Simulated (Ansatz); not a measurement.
**Molecular dynamics, step by step**

CH7AlSi, singlet, PBE0-D4/def2-SVP (Ansatz 0.2.0). Settings (timestep in fs, temperature in K; T counts 24 degrees of freedom):

```yaml
hamiltonian: {xc: pbe0, dispersion: d4}
md: {n_steps: 60, timestep: 0.5, temperature: 500, ensemble: nve, seed: 357, initial_velocities: maxwell_boltzmann}
```

Start, the saddle point found with PBE0-D4 in triple zeta (not stationary at another level):

Al1  (-0.403, -0.708, -0.513)
Si2  (0.770, 1.312, -1.245)
H3  (0.515, 0.641, 0.326)
C4  (-0.870, -1.521, 1.219)
H5  (-0.190, 2.409, -0.932)
H6  (2.166, 1.594, -0.801)
H7  (0.881, 1.291, -2.745)
H8  (-1.442, -0.816, 1.829)
H9  (0.036, -1.775, 1.777)
H10  (-1.463, -2.427, 1.085)
(Å)

```json
{"step": "0", "time (fs)": "0.00", "potential energy less the start (meV)": "0.0", "kinetic energy (meV)": "517.0", "T (K)": "500"}
{"step": "4", "time (fs)": "2.00", "potential energy less the start (meV)": "57.7", "kinetic energy (meV)": "460.0", "T (K)": "445"}
{"step": "8", "time (fs)": "4.00", "potential energy less the start (meV)": "152.7", "kinetic energy (meV)": "365.3", "T (K)": "353"}
{"step": "12", "time (fs)": "6.00", "potential energy less the start (meV)": "199.2", "kinetic energy (meV)": "318.5", "T (K)": "308"}
{"step": "16", "time (fs)": "8.00", "potential energy less the start (meV)": "246.6", "kinetic energy (meV)": "271.3", "T (K)": "262"}
{"step": "20", "time (fs)": "10.00", "potential energy less the start (meV)": "270.5", "kinetic energy (meV)": "247.2", "T (K)": "239"}
{"step": "24", "time (fs)": "12.00", "potential energy less the start (meV)": "295.5", "kinetic energy (meV)": "222.5", "T (K)": "215"}
{"step": "28", "time (fs)": "14.00", "potential energy less the start (meV)": "275.6", "kinetic energy (meV)": "242.3", "T (K)": "234"}
{"step": "32", "time (fs)": "16.00", "potential energy less the start (meV)": "218.4", "kinetic energy (meV)": "299.0", "T (K)": "289"}
{"step": "36", "time (fs)": "18.00", "potential energy less the start (meV)": "219.6", "kinetic energy (meV)": "298.0", "T (K)": "288"}
{"step": "40", "time (fs)": "20.00", "potential energy less the start (meV)": "246.6", "kinetic energy (meV)": "271.4", "T (K)": "262"}
{"step": "44", "time (fs)": "22.00", "potential energy less the start (meV)": "229.9", "kinetic energy (meV)": "287.8", "T (K)": "278"}
{"step": "48", "time (fs)": "24.00", "potential energy less the start (meV)": "226.3", "kinetic energy (meV)": "291.3", "T (K)": "282"}
{"step": "52", "time (fs)": "26.00", "potential energy less the start (meV)": "260.7", "kinetic energy (meV)": "257.1", "T (K)": "249"}
{"step": "56", "time (fs)": "28.00", "potential energy less the start (meV)": "276.9", "kinetic energy (meV)": "241.0", "T (K)": "233"}
{"step": "60", "time (fs)": "30.00", "potential energy less the start (meV)": "258.6", "kinetic energy (meV)": "259.1", "T (K)": "251"}
```

Step 4, positions (Å) and forces (eV/Å):

```
atom       x       y       z      Fx      Fy      Fz
 Al1  -0.404  -0.705  -0.511   0.086   0.124  -0.179
 Si2   0.764   1.299  -1.238   0.860   0.186  -0.462
  H3   0.539   0.640   0.352  -0.031  -0.020  -0.043
  C4  -0.858  -1.515   1.199  -1.109   0.422   0.649
  H5  -0.127   2.440  -0.954  -0.388   0.266   0.220
  H6   2.200   1.645  -0.819  -0.464  -0.254  -0.118
  H7   0.846   1.324  -2.771   0.040  -0.121   0.295
  H8  -1.485  -0.792   1.813   0.445  -0.635  -0.621
  H9   0.019  -1.707   1.814   0.431  -0.183   0.182
 H10  -1.433  -2.453   1.076   0.130   0.216   0.077
```

Step 8, positions (Å) and forces (eV/Å):

```csv
atom,x,y,z,Fx,Fy,Fz
Al1,-0.406,-0.701,-0.509,0.167,0.223,-0.343
Si2,0.759,1.287,-1.231,1.179,0.696,-0.743
H3,0.561,0.638,0.375,-0.048,0.005,-0.154
C4,-0.850,-1.507,1.181,-0.920,0.117,1.407
H5,-0.078,2.480,-0.968,-0.420,0.115,0.311
H6,2.217,1.686,-0.842,-0.754,-0.475,-0.165
H7,0.813,1.352,-2.787,0.072,-0.240,0.561
H8,-1.514,-0.789,1.775,0.490,-0.723,-0.733
H9,0.016,-1.646,1.857,-0.031,-0.160,-0.262
H10,-1.399,-2.472,1.069,0.264,0.443,0.123
```

Step 48, positions (Å) and forces (eV/Å):

| atom | x | y | z | Fx | Fy | Fz |
| --- | --- | --- | --- | --- | --- | --- |
| Al1 | -0.405 | -0.658 | -0.528 | -0.249 | -0.715 | 0.153 |
| Si2 | 0.751 | 1.260 | -1.213 | 0.191 | 0.519 | -0.440 |
| H3 | 0.642 | 0.533 | 0.318 | 0.058 | -0.058 | 0.152 |
| C4 | -0.816 | -1.486 | 1.182 | -1.350 | 0.009 | -0.145 |
| H5 | -0.142 | 2.356 | -0.619 | 0.403 | -0.159 | -0.502 |
| H6 | 2.243 | 1.321 | -0.968 | -0.183 | 0.203 | -0.040 |
| H7 | 0.641 | 1.222 | -2.738 | 0.078 | 0.496 | 0.234 |
| H8 | -1.830 | -1.010 | 1.392 | 0.813 | -0.488 | 0.066 |
| H9 | -0.141 | -1.244 | 1.996 | 0.225 | -0.038 | 0.372 |
| H10 | -0.986 | -2.575 | 1.091 | 0.015 | 0.228 | 0.149 |

Last step (60):

```
atom    x (Å)    y (Å)    z (Å)
 Al1  -0.4061  -0.6575  -0.5393
 Si2   0.7587   1.2738  -1.2223
  H3   0.6683   0.4417   0.3384
  C4  -0.8316  -1.4924   1.2069
  H5  -0.1602   2.2675  -0.6071
  H6   2.2063   1.1640  -0.9894
  H7   0.6524   1.3403  -2.6948
  H8  -1.8314  -1.1740   1.4535
  H9  -0.2324  -1.1773   2.0796
 H10  -0.8722  -2.5850   1.1508
```

Hardware: 2 CPU threads of an Intel Xeon Platinum 8488C, shared host. Wall time about 100 s.
